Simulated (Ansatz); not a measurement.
# H2Cl (doublet): wave-function methods side by side at distance Cl1–H2 along a hydrogen transfer = 1.362 Å, cc-pVDZ

How much of the correlation energy of H2Cl (doublet) does each wave-function method recover here?

Method: cc-pVDZ, core rule «outside noble gas», up to 5 orbitals frozen; program: Ansatz 0.2.0, Gaussian basis.

The runs, in order: UHF; CCSD(T) on ROHF; CCSD(T) on UHF; BCCD(T) on ROHF; CISD; CCSDT(Q) on ROHF; CCSDT(Q) on UHF; CISDTQ; CCSDTQ on ROHF; CCSDTQ on UHF; CASSCF and MRCISD+Q, 3 electrons in 3 orbitals; CASSCF and NEVPT2, 3 electrons in 3 orbitals; CASSCF and MRCISD+Q, 9 electrons in 6 orbitals; CASSCF and NEVPT2, 9 electrons in 6 orbitals; Full CI.

## (1) The system

The geometry derives from fragments relaxed apart (PBE0/def2-TZVP) and kept rigid, so it is no stationary point. A hydrogen atom is moved between rigid fragments.

3 atoms, charge 0, spin multiplicity 2.

Atoms are counted from 1 here; the program's logs count them from 0.

Bond lengths: Cl1–H2 1.362 Å.

## (2) UHF

Input file in.yaml:

```yaml
crystal:
  periodic: [false, false, false]
  atoms:
    - {symbol: Cl, position_ang: [0.000000, 0.000000, -1.225333]}
    - {symbol: H, position_ang: [0.000000, 0.000000, 0.136667]}
    - {symbol: H, position_ang: [0.000000, 0.000000, 1.088667]}
basis:
  gaussian: {orbitals: cc-pVDZ}
magnetization: {spin_polarized: true, initial_magnetization: 1}
hamiltonian: {xc: hf}
output: {orbitals: {seedname: orbitals}}
```

Command:

```bash
ansatz run in.yaml --threads 1 --pin off --events-out ev --progress --plain --max-ram 4096MiB --backend cpu
```

After this run come: CCSD(T) on ROHF; CCSD(T) on UHF; BCCD(T) on ROHF; CISD; CCSDT(Q) on ROHF; CCSDT(Q) on UHF; CISDTQ; CCSDTQ on ROHF; CCSDTQ on UHF; CASSCF and MRCISD+Q, 3 electrons in 3 orbitals; CASSCF and NEVPT2, 3 electrons in 3 orbitals; CASSCF and MRCISD+Q, 9 electrons in 6 orbitals; CASSCF and NEVPT2, 9 electrons in 6 orbitals; Full CI.

**Question.** What will the summary of the whole plan be? Wanted: FCI below the RHF energy; RMP2 from FCI; UMP2 from FCI; RCCSD from FCI; RCCSD(T) from FCI; UCCSD(T) from FCI; RCCSDT(Q) from FCI; UCCSDT(Q) from FCI; NEVPT2 pair from FCI.

**Answer**, as computed:

| quantity | value |
| --- | --- |
| FCI below the RHF energy | -5.0278 eV |
| RMP2 from FCI | +14.42 kcal/mol |
| UMP2 from FCI | +14.84 kcal/mol |
| RCCSD from FCI | +2.32 kcal/mol |
| RCCSD(T) from FCI | +0.42 kcal/mol |
| UCCSD(T) from FCI | +0.41 kcal/mol |
| RCCSDT(Q) from FCI | +0.01 kcal/mol |
| UCCSDT(Q) from FCI | +0.01 kcal/mol |
| NEVPT2 pair from FCI | +12.98 kcal/mol |
| MRCISD+Q pair from FCI | +0.12 kcal/mol |
| NEVPT2 valence from FCI | +21.57 kcal/mol |
| levels within 1 kcal/mol (43 meV) | RCCSD(T), UCCSD(T), BCCD(T), RCCSDT, UCCSDT, CISDTQ, RCCSDT(Q), UCCSDT(Q), RCCSDTQ, UCCSDTQ, MRCISD+Q pair, MRCISD+Q valence |
| T1 diagnostic | 0.024 |
| effectively unpaired electrons | 1.03 |

**Reading.** RCCSD(T) lands +0.42 kcal/mol from the yardstick (0.4 % of the correlation energy). One determinant dominates. Of the multireference levels listed MRCISD+Q valence comes nearest in total energy (+0.12 kcal/mol), which doesn't show that its space is the better one. These misses are within one basis, not against nature; the frozen cores of restricted and unrestricted runs differ, which can shift their rows.
